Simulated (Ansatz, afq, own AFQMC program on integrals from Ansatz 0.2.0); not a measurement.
AFQMC, coupled cluster and functionals along a coordinate of BHO, singlet

```xyz
3

B     0.0000    0.0000    1.1655
O     0.0000    0.0000   -0.1066
H     0.0000    0.0000   -1.0588
```

All coordinates are scaled about the centre. Energies in kJ/mol count from this geometry (1.000) at the same level; the start stands on RHF, each point on the determinant named.

Basis cc-pVDZ. Only valence electrons are correlated. Ansatz 0.2.0 and our own AFQMC program on the same integrals; the CISD trial comes from CCSD amplitudes, and released means the phaseless constraint is let go. ± is one standard error of the sampling.

Cautions, each for one point or more: CCSDT(Q) on the RHF determinant differs, perhaps since the unrestricted series falls towards higher spin; CCSDT(Q) on the RHF determinant differs, so the two series follow different states; cluster runs in doubt by the program's own checks; higher spins were not checked; raised T1 diagnostic; strong correlation; unrestricted determinant spin contaminated; walk and cluster series may follow different spin states.

| scale of all distances | det. | T1 | weight | ⟨S²⟩ | CCSD(T) | ph-AFQMC/CISD | released AFQMC | CCSDT(Q) | PBE | CCSD |
| --- | --- | --- | --- | --- | --- | --- | --- | --- | --- | --- |
| 0.870 | RHF | 0.012 | 0.91 | pure | 193.8 | 194.7 ± 1.3 | 196.9 ± 1.9* | 194.6 | 196.9 | 190.3 |
| 1.136 | RHF | 0.024 | 0.88 | pure | 69.0 | 69.6 ± 1.5 | 69.0 ± 2.4* | 67.6 | 58.6 | 73.9 |
| 1.286 | RHF | 0.034 | 0.86 | pure | 248.3 | 244.1 ± 3.7 | 249.3 ± 4.5* | 244.3 | 224.4 | 260.5 |
| 2.016 | UHF†¶ | 0.051 | 0.82 | 1.80 | 917.8 | 910.9 ± 2.1 | – | 904.5 | 916.2§ | 912.8 |
| 2.372 | UHF†¶ | 0.024 | 0.88 | 1.94 | 969.3 | 961.3 ± 1.4 | 960.1 ± 2.3* | 960.0 | 1001.8§ | 957.0 |

Weight is that of the determinant in the CISD state; at the start T1 is 0.017 and the weight 0.90. ¶ marks points with a poor determinant and no full CI, where no value is sure; they don't count among the departures. An asterisk marks released energies that aren't shown to be converged. A dagger marks points whose determinant fills other symmetries than the start's, so the wave-function levels may follow another state there, or a degenerate partner. A dash marks a missing value, a released energy that hasn't settled or a functional that sits on another state. § marks a functional whose ⟨S²⟩ is too high by over 0.1. Largest departures from phaseless AFQMC with a CISD trial: CCSD(T) 4.2 kJ/mol at 1.286 (on RHF) (within the noise), CCSDT(Q) -2.0 kJ/mol at 1.136 (on RHF) (within the noise), PBE -19.8 kJ/mol at 1.286, CCSD 16.4 kJ/mol at 1.286 (on RHF). The walk's constraint bias lies outside its error bars, so these are departures and not errors. Functionals count only at points shown to share the start's state and spin. In this small basis the wave-function levels are far from their limit, so their gap to the functionals isn't the functionals' error.

Some points may be missing: those where a free walk finds a much lower state, and past Zn most of those on another determinant than at the start.

CCSDT and higher add their correlation energy to the determinant of the CCSD(T) run, since their own runs factorise the integrals more tightly (a shift of under 2 meV). A walk keeps the symmetry of its determinant, which the program's search chose and which needn't be the lowest solution, so a lower state of the same spin and another symmetry isn't excluded.
